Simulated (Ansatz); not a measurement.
We consider fcc Ir, described by LDA (Ansatz, an electronic-structure program, plane waves, PAW).

Settings: plane-wave cutoff 500 eV, 14×20×1 k mesh (along the axes of the cell as run), Fermi–Dirac smearing 0.1 eV, scalar-relativistic PAW data made under PBE.

Task: Give the computed surface energy of the (110) face and work function of the (110) face.

Result: 
- surface energy of the (110) face = 3.56 J/m²
- work function of the (110) face = 5.30 eV

The slab of 12 atoms is relaxed and unreconstructed.

Spin–orbit coupling is not included.

The computed numbers hold no vibrational or temperature effects.
